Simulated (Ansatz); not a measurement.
## Molecular dynamics, step by step

BSiH7O, singlet, PBE0-D4/def2-SVP (Ansatz 0.2.0). Settings (timestep in fs, temperature in K; T counts 24 degrees of freedom):

```yaml
hamiltonian: {xc: pbe0, dispersion: d4}
md: {n_steps: 30, timestep: 0.5, temperature: 1500, ensemble: nve, seed: 589, initial_velocities: maxwell_boltzmann}
```

Start, the saddle point found with PBE0-D4 in triple zeta (not stationary at another level):

| atom | x (Å) | y (Å) | z (Å) |
| --- | --- | --- | --- |
| B1 | -0.9025 | 0.4802 | -0.8910 |
| H2 | -0.1679 | 1.4418 | -1.4207 |
| H3 | -0.6484 | -0.5196 | -1.5025 |
| H4 | -2.0230 | 0.8848 | -0.8242 |
| H5 | 0.1576 | 1.2625 | -0.4452 |
| O6 | -0.1569 | 0.5501 | 0.5087 |
| Si7 | 0.7428 | -0.7500 | 1.0275 |
| H8 | 1.2935 | -0.3981 | 2.3573 |
| H9 | -0.1450 | -1.9338 | 1.1164 |
| H10 | 1.8500 | -1.0179 | 0.0736 |

| step | time (fs) | potential energy less the start (meV) | kinetic energy (meV) | T (K) |
| --- | --- | --- | --- | --- |
| 0 | 0.00 | 0.0 | 1551.1 | 1500 |
| 2 | 1.00 | 113.6 | 1440.1 | 1393 |
| 4 | 2.00 | 451.0 | 1106.2 | 1070 |
| 6 | 3.00 | 819.3 | 740.3 | 716 |
| 8 | 4.00 | 1071.7 | 488.9 | 473 |
| 10 | 5.00 | 1148.0 | 412.1 | 399 |
| 12 | 6.00 | 1071.6 | 487.2 | 471 |
| 14 | 7.00 | 929.8 | 626.9 | 606 |
| 16 | 8.00 | 846.5 | 708.4 | 685 |
| 18 | 9.00 | 906.6 | 649.0 | 628 |
| 20 | 10.00 | 1044.1 | 514.5 | 498 |
| 22 | 11.00 | 1083.4 | 476.0 | 460 |
| 24 | 12.00 | 962.7 | 595.4 | 576 |
| 26 | 13.00 | 755.2 | 801.9 | 775 |
| 28 | 14.00 | 540.2 | 1015.7 | 982 |
| 30 | 15.00 | 401.9 | 1153.0 | 1115 |

Step 6, positions (Å) and forces (eV/Å):

| atom | x | y | z | Fx | Fy | Fz |
| --- | --- | --- | --- | --- | --- | --- |
| B1 | -0.894 | 0.469 | -0.854 | -2.348 | 0.675 | -2.696 |
| H2 | -0.044 | 1.546 | -1.525 | -0.804 | -1.406 | 1.317 |
| H3 | -0.674 | -0.546 | -1.621 | -0.113 | 0.894 | 1.272 |
| H4 | -2.174 | 0.894 | -0.788 | 2.323 | -0.615 | -0.143 |
| H5 | 0.256 | 1.139 | -0.417 | 0.311 | 1.215 | -0.350 |
| O6 | -0.182 | 0.575 | 0.492 | 0.831 | -0.681 | 0.352 |
| Si7 | 0.743 | -0.750 | 1.032 | 1.391 | -1.581 | -1.246 |
| H8 | 1.333 | -0.427 | 2.325 | -0.049 | 0.260 | 0.578 |
| H9 | -0.100 | -1.994 | 1.020 | -0.060 | 0.402 | 0.176 |
| H10 | 2.015 | -1.161 | 0.103 | -1.482 | 0.837 | 0.741 |

Step 18, positions (Å) and forces (eV/Å):

| atom | x | y | z | Fx | Fy | Fz |
| --- | --- | --- | --- | --- | --- | --- |
| B1 | -0.923 | 0.465 | -0.842 | 2.242 | 1.037 | -0.938 |
| H2 | 0.019 | 1.429 | -1.431 | -0.294 | -0.237 | 0.021 |
| H3 | -0.733 | -0.433 | -1.564 | 0.443 | -1.276 | -0.299 |
| H4 | -1.990 | 0.803 | -0.757 | -2.257 | 1.196 | -0.092 |
| H5 | 0.417 | 1.161 | -0.450 | -1.652 | 0.316 | -0.428 |
| O6 | -0.212 | 0.609 | 0.468 | 2.817 | -2.119 | 1.817 |
| Si7 | 0.757 | -0.763 | 1.031 | -0.107 | 0.193 | 0.259 |
| H8 | 1.367 | -0.428 | 2.371 | -0.668 | 0.021 | -0.163 |
| H9 | -0.038 | -2.009 | 0.884 | -0.452 | 0.149 | 0.411 |
| H10 | 1.988 | -1.219 | 0.308 | -0.072 | 0.721 | -0.588 |

Step 22, positions (Å) and forces (eV/Å):

| atom | x | y | z | Fx | Fy | Fz |
| --- | --- | --- | --- | --- | --- | --- |
| B1 | -0.929 | 0.471 | -0.851 | 3.170 | 0.667 | 0.377 |
| H2 | 0.002 | 1.337 | -1.359 | -0.129 | 0.767 | -1.595 |
| H3 | -0.733 | -0.433 | -1.517 | 0.505 | -1.847 | -0.924 |
| H4 | -1.963 | 0.814 | -0.757 | -3.267 | 1.624 | -0.113 |
| H5 | 0.376 | 1.214 | -0.492 | -1.319 | -0.081 | 0.008 |
| O6 | -0.210 | 0.612 | 0.467 | 2.503 | -2.503 | 2.443 |
| Si7 | 0.762 | -0.769 | 1.031 | -1.954 | 1.486 | 1.252 |
| H8 | 1.338 | -0.420 | 2.389 | -0.658 | -0.077 | -0.225 |
| H9 | -0.042 | -1.990 | 0.868 | -0.554 | -0.132 | 0.394 |
| H10 | 1.928 | -1.172 | 0.366 | 1.702 | 0.096 | -1.615 |

Last step (30):

```
atom    x (Å)    y (Å)    z (Å)
  B1  -0.9194   0.4883  -0.8639
  H2  -0.0433   1.2572  -1.4408
  H3  -0.6909  -0.5865  -1.4944
  H4  -2.1413   0.9681  -0.7830
  H5   0.1711   1.3082  -0.5518
  O6  -0.1897   0.5998   0.4823
 Si7   0.7650  -0.7735   1.0336
  H8   1.2105  -0.4150   2.4055
  H9  -0.1071  -1.9677   0.8778
 H10   2.0001  -1.0678   0.3014
```

The run took about 36 s on 2 CPU threads of an Arm Neoverse V2 (shared host).
